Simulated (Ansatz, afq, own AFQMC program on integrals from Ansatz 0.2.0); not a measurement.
# HCl + H, doublet: a scan with AFQMC

```xyz
3

Cl    0.0000    0.0000   -1.1976
H     0.0000    0.0000    0.0812
H     0.0000    0.0000    1.1164
```

A hydrogen atom is moved from one rigid fragment to the other; the Cl1–H2 distance tells how far. The two fragments are held close together, so this isn't a minimum-energy path and the start is a compressed complex. Energies in kcal/mol count from this geometry (1.279 Å) at the same level; the start stands on UHF, each point on the determinant named.

Basis cc-pVTZ. Only valence electrons are correlated. AFQMC by an in-house program on the Cholesky factors that Ansatz 0.2.0 writes for its CCSD(T) run. The CISD trial takes its coefficients from CCSD amplitudes. Released means that phaseless walkers are propagated on without the constraint, phases kept. Error bars are statistical, one sigma.

Cautions, each for one point or more: the ph-AFQMC/CISD walk drifts between its halves.

```csv
r(Cl1–H2) / Å,det.,T1,weight,⟨S²⟩,CCSD(T),ph-AFQMC/CISD,CCSDT(Q),PBE,PBE0
1.362,UHF,0.013,0.91,0.78,-1.6,-1.7 ± 0.08,-1.7,-3.0,-2.3
1.403,UHF,0.013,0.91,0.78,-2.0,-2.2 ± 0.08,-2.1,-3.8,-2.9
1.445,UHF,0.013,0.91,0.79,-2.4,-2.5 ± 0.07,-2.5,-4.3,-3.2
1.486,UHF,0.013,0.91,0.79,-2.7,-2.7 ± 0.07,-2.8,-4.3,-3.3
1.569,UHF,0.013,0.91,0.78,-2.4,-2.4 ± 0.09,-2.5,-2.7,-2.0
```

Weight is that of the determinant in the CISD state; at the start T1 is 0.011 and the weight 0.91, and ⟨S²⟩ is 0.77. Largest departures from CCSDT(Q), at the points where its series has closed: CCSD(T) 0.1 kcal/mol at 1.486 (on UHF), ph-AFQMC/CISD -0.1 kcal/mol at 1.403 (on UHF) (within the noise), PBE -1.8 kcal/mol at 1.445, PBE0 -0.8 kcal/mol at 1.403. Functionals count only at points shown to share the start's state and spin.

Some points may be missing: those where a free walk finds a much lower state, and past Zn most of those on another determinant than at the start.

A walk keeps the symmetry of its determinant, which the program's search chose and which needn't be the lowest solution, so a lower state of the same spin and another symmetry isn't excluded.
